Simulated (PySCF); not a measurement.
C₃H₆NO (doublet state).
Geometry (GFN2-xTB, Å), atoms numbered from 1 in this order:
```xyz
11
C3H6NO angstrom
C     -1.2436    0.6237    0.4144
C     -0.7369   -0.5252   -0.3344
C      0.8123   -0.6186   -0.4082
N      1.4396    0.3849    0.2281
O      1.3790   -1.5129   -0.9857
H     -1.4173    0.5577    1.4712
H     -1.4367    1.5580   -0.0769
H     -1.0537   -1.4720    0.1107
H     -1.0670   -0.5081   -1.3763
H      2.4450    0.4222    0.2433
H      0.8847    1.0929    0.6879
```

The hyperfine couplings belong to this conformer and change with its torsions.

The species is `[CH2]CC(N)=O` [radical].

The calculation used PySCF, UKS B3LYP, pcH-1 on C H N O, non-relativistic, mean-field spin-orbit, GIAO. Isolated species at its GFN2-xTB geometry (one conformer only). The geometry wasn't refined by DFT: couplings that depend on bond lengths, twists or pyramidal angles can differ widely from those at the functional's own minimum. The SCF solution wasn't tested for stability.

(1) What is the g tensor, term by term?

(2) What effective moment and Curie constant follow for a powder?

(3) What are the electron Larmor frequencies g μB B/h along the three axes at 1200 mT?

(4) In a frozen sample, at which fields do the three g values resonate at 9.5, 34, 94 and 263 GHz (hyperfine left aside), and which band first spreads them over more than twice a line width of 1.0 mT?

Answers

(1) 
```tsv
Δg (ppm)	1	2	3
relativistic mass correction	-153	-153	-153
gauge correction	10	39	32
orbital Zeeman/spin–orbit	-86	181	1363
total	-228	68	1242
```

So g = 2.00209, 2.00239, 2.00356 and g_iso = 2.00268; the tensor is rhombic: the two nearest values differ by 20 % of g3 − g1. Axes: g2 points within 14° of the C1–C2 bond.

(2) With the mean of g² = 4.0107 and S(S+1) = 0.75: μ_eff = √(⟨g²⟩S(S+1)) = 1.734 μB and χT = 0.12505·⟨g²⟩·S(S+1) = 0.376 cm³ K/mol (cgs; spin-Hamiltonian part alone).

(3) 33.6261, 33.6311, 33.6508 GHz for g1, g2 and g3, a range of 24.7 MHz.

(4) 
| band | GHz | B(g3) mT | B(g2) mT | B(g1) mT | spread mT |
| --- | --- | --- | --- | --- | --- |
| X | 9.5 | 338.77 | 338.97 | 339.02 | 0.25 |
| Q | 34.0 | 1212.45 | 1213.16 | 1213.34 | 0.89 |
| W | 94.0 | 3352.08 | 3354.04 | 3354.54 | 2.46 |
| J | 263.0 | 9378.68 | 9384.18 | 9385.56 | 6.89 |

The spread grows in proportion to the frequency. W band is the first where it exceeds 2.0 mT.

The largest Mulliken spin populations are on C1 (+1.04) and C2 (-0.09). No atom but C1 exceeds +0.15. The positive populations add up to 1.18 and the negative ones to -0.18, together 2S = 1. The angles at C1 add up to 360.0°, so it is planar; its axial dipolar tensor and the negative couplings of its protons fit spin in a p orbital normal to that plane.

The HOMO–LUMO gaps are 6.69 eV among the α and 4.78 eV among the β orbitals.

Time: 19 s wall (with the writing of density and orbital grids); peak memory 0.66 GiB. Hardware: one thread, Arm Neoverse V1 (aarch64), no GPU, shared host with 64 logical CPUs at a one-minute load of 10.
